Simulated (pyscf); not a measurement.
PySCF, gas phase, ωB97X-D3(BJ)/def2-SVP geometries.

How much does it cost (ΔH, 298 K, ωB97M-D3(BJ)/def2-TZVP) to split H₂N–Ta(NH₂)(NH₂)=N–SiH₃ at its N–Si bond into [N=Ta(NH₂)(NH₂)–NH₂]• + SiH₃•?

N–Si to [N=Ta(NH₂)(NH₂)–NH₂]• + SiH₃•: 123.3 kcal/mol. The 7 functionals that were run give +113.2 (PBE) to +125.3 kcal/mol (ωB97X-D3(BJ)/def2-TZVP). The radicals are drawn with the spin at the cut bond; how far it spreads was not checked. Other isomers of [N=Ta(NH₂)(NH₂)–NH₂]• were not searched in full and may lie lower. Open-shell species with a d-block atom are single-reference here; other states, and whether the spin sits on metal or ligand, were not checked. Elements past Kr carry the def2 core potentials, without spin-orbit coupling.
